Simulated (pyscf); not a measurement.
PySCF, gas phase, ωB97X-D3(BJ)/def2-SVP geometries.

Task: PBE/def2-TZVP puts the barrier of Cl–Nb(Cl)(Cl)(Cl)–Cl (SMILES [Cl][Nb]([Cl])([Cl])([Cl])[Cl]) + NH₃ (SMILES N) -> HCl (SMILES Cl) + H₂N–Nb(Cl)(Cl)(Cl)–Cl (SMILES [NH2][Nb]([Cl])([Cl])([Cl])[Cl]) (four-centre exchange; singlet surface; Cl–Nb, H–N broken, Cl–H, N–Nb formed) at 10.1 kcal/mol and the reaction energy at +7.7 kcal/mol, from the separated reactants. What do r²SCAN/def2-TZVP, B3LYP-D3(BJ)/def2-TZVP, ωB97M-D3(BJ)/def2-TZVP give on the same structures?

Result: r²SCAN: ΔE‡ = 8.3 kcal/mol, ΔE = +7.1 kcal/mol; B3LYP-D3(BJ): ΔE‡ = 8.8 kcal/mol, ΔE = +6.6 kcal/mol; ωB97M-D3(BJ): ΔE‡ = 8.2 kcal/mol, ΔE = +3.8 kcal/mol. PBE's barrier lies over all of them, by 1.3 to 1.8 kcal/mol. Its reaction energy lies over all of them, by 0.7 to 3.9 kcal/mol. On the reactant side the descent ends in an adduct with a N–Nb contact, 31.2 kcal/mol under the separated species and 38.8 kcal/mol under the saddle at ωB97X-D3(BJ)/def2-TZVP. On the product side the descent ends in an adduct with a Cl–Nb contact, 1.9 kcal/mol under the separated species and 3.0 kcal/mol under the saddle at ωB97X-D3(BJ)/def2-TZVP. What is counted as formed (N–Nb) is already present as a longer contact in the reactant adduct; forming that adduct is a step of its own. What is counted as broken (Cl–Nb) persists as a longer contact in the product adduct; parting that adduct is a step of its own. One saddle was located; it need not be the lowest between these sides. Elements past Kr carry the def2 core potentials, without spin-orbit coupling.
